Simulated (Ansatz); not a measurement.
# FH2SSi: the cost of one run

Method: UKS LDA/6-31G*, in Ansatz 0.2.0.

**1. The structure to begin with**

Bond lengths: F1–Si2 1.590 Å, Si2–S3 2.123 Å, Si2–H4 1.496 Å, S3–H5 1.350 Å. Angles: F1–Si2–S3 106.9°, F1–Si2–H4 107.4°, S3–Si2–H4 105.0°, Si2–S3–H5 96.2°.

As a file:

```xyz
5

F    -1.3976   -0.0754    0.9355
Si   -0.7466   -0.1640   -0.5129
S     0.9821    1.0678   -0.4902
H    -0.2277   -1.5566   -0.6851
H     1.4396    0.6545    0.7113
```

**2. Relaxing end A**

Contents of input.yaml:

```yaml
crystal:
  periodic: [false, false, false]
  atoms:
    - { symbol: F, position_ang: [-1.3976, -0.0754, 0.9355] }
    - { symbol: Si, position_ang: [-0.7466, -0.164, -0.5129] }
    - { symbol: S, position_ang: [0.9821, 1.0678, -0.4902] }
    - { symbol: H, position_ang: [-0.2277, -1.5566, -0.6851] }
    - { symbol: H, position_ang: [1.4396, 0.6545, 0.7113] }
magnetization:
  spin_polarized: true
  initial_magnetization: 1
basis:
  gaussian: { orbitals: "6-31G*" }
hamiltonian:
  xc: lda
relax:
  f_tol: 0.015
  max_steps: 40
```

Launch:

```console
$ ansatz run input.yaml --threads 1 --pin off --max-ram 2048MiB --backend cpu --events-out ev --progress --plain --runs-dir out
```

**Question.** How long does this run take on 1 thread of Intel Xeon Platinum 8375C at 2.90GHz (Ice Lake), shared host, and how much memory does it need?

About 29 s, with a peak of 0.15 GiB.
